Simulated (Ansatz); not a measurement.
Cohesive energy (eV/atom) of 42 elemental solids other than molecular ones, computed with PBEsol in Ansatz (PAW) and with r²SCAN in Ansatz (plane waves, PAW). The set holds measured phases with no doubt noted on the run or the magnetic state but for the caveats below. 103 more of the class have both values but aren't in it, for one of these reasons: built or high-temperature cells, doubts on the run or the magnetic state, unlike cells, values of zero, layered or molecular crystals. Solids without a value at one level (not run, failed, or a magnetic order lost), or held back for tests, aren't counted.

Every twentieth of the way through the set, in order of the shift (worked out from unrounded values):

```json
[
 {"solid": "hcp Tc", "PBEsol": "7.85", "r²SCAN": "6.26", "shift (eV/atom)": "-1.59"},
 {"solid": "hcp Ru", "PBEsol": "7.77", "r²SCAN": "6.29", "shift (eV/atom)": "-1.48"},
 {"solid": "hcp Re", "PBEsol": "8.82", "r²SCAN": "7.54", "shift (eV/atom)": "-1.27"},
 {"solid": "fcc Rh", "PBEsol": "6.68", "r²SCAN": "5.44", "shift (eV/atom)": "-1.24"},
 {"solid": "hcp Ti", "PBEsol": "5.83", "r²SCAN": "4.67", "shift (eV/atom)": "-1.16"},
 {"solid": "hcp Zr", "PBEsol": "6.79", "r²SCAN": "5.68", "shift (eV/atom)": "-1.11"},
 {"solid": "bcc Ta", "PBEsol": "8.95", "r²SCAN": "7.96", "shift (eV/atom)": "-1.00"},
 {"solid": "hcp Hf", "PBEsol": "7.06", "r²SCAN": "6.36", "shift (eV/atom)": "-0.70"},
 {"solid": "hcp Y", "PBEsol": "4.61", "r²SCAN": "4.08", "shift (eV/atom)": "-0.53"},
 {"solid": "white tin (β-Sn)", "PBEsol": "3.57", "r²SCAN": "3.14", "shift (eV/atom)": "-0.44"},
 {"solid": "hcp Lu", "PBEsol": "4.63", "r²SCAN": "4.30", "shift (eV/atom)": "-0.33"},
 {"solid": "hcp Tl", "PBEsol": "2.39", "r²SCAN": "2.09", "shift (eV/atom)": "-0.30"},
 {"solid": "diamond-structure Ge", "PBEsol": "4.15", "r²SCAN": "3.88", "shift (eV/atom)": "-0.27"},
 {"solid": "fcc Al", "PBEsol": "3.81", "r²SCAN": "3.59", "shift (eV/atom)": "-0.22"},
 {"solid": "fcc Cu", "PBEsol": "4.08", "r²SCAN": "3.89", "shift (eV/atom)": "-0.18"},
 {"solid": "hcp Cd", "PBEsol": "1.20", "r²SCAN": "1.07", "shift (eV/atom)": "-0.13"},
 {"solid": "bcc Li", "PBEsol": "1.68", "r²SCAN": "1.58", "shift (eV/atom)": "-0.10"},
 {"solid": "bcc Rb", "PBEsol": "0.84", "r²SCAN": "0.75", "shift (eV/atom)": "-0.09"},
 {"solid": "bcc K", "PBEsol": "0.93", "r²SCAN": "0.85", "shift (eV/atom)": "-0.08"},
 {"solid": "fcc Sr", "PBEsol": "1.81", "r²SCAN": "1.79", "shift (eV/atom)": "-0.03"},
 {"solid": "hcp Mg", "PBEsol": "1.71", "r²SCAN": "1.71", "shift (eV/atom)": "0.00"}
]
```

The shift from PBEsol to r²SCAN has a median of -0.33 eV/atom, and eight in ten lie between -1.27 eV/atom and -0.08 eV/atom; r²SCAN is the larger in 0 of 42.

Ansatz's runs of these crystals have no spin polarisation, but for bcc Fe, hcp Co, fcc Ni. Meta-GGA and hybrid levels favour moments, which can bear on fcc Pd, hcp Sc, bcc Fe, hcp Co, hcp Ti, hcp Y, fcc Rh, fcc Ni.

Density-functional runs with spin start from parallel moments for bcc Fe, parallel moments for hcp Co, parallel moments for fcc Ni.

Spin–orbit coupling is left out, also for the solids with elements from indium on (bcc Ta, body-centred tetragonal In, hcp Os, bcc Ba, white tin (β-Sn), grey tin (α-Sn), bcc W, hcp Tl, fcc Ir, hcp Re and 5 more); its size isn't shown.

Free atoms are spin-polarised, in the lowest state found; at levels without +SOC their spin–orbit coupling is left out. Each level is taken at its own relaxed cell. Ansatz's density-functional and Hartree–Fock values are scalar-relativistic unless marked +SOC, with PAW data made under PBE.

Ansatz is a first-principles code.
